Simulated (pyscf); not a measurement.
PySCF, gas phase, ωB97X-D3(BJ)/def2-SVP geometries. Correlated levels are frozen-core, on RHF or UHF. ΔMP2 is the change of the MP2 total energy from the triple- to the quadruple-zeta basis.

Task: For the elementary gas-phase step ethane (H₃C–CH₃) + formaldehyde (H₂C=O) → ethylene (H₂C=CH₂) + methanol (H₃C–OH) (singlet surface; C–H, C–H broken, C–H, H–O formed), what barrier and reaction energy does CCSD(T)/def2-TZVPP + ΔMP2(QZVPP) give, measured from the separated reactants?

Result: ΔE‡ = 2.12 eV, ΔE = +0.45 eV. Zero-point energy shifts the barrier by -0.06 eV. It is a concerted two-bond exchange, with an imaginary mode of 1828i cm⁻¹. This is the saddle that the search found; another between the same sides may lie lower. The CCSD(T) − MP2 part came from Ansatz, without density fitting, on the same reference.
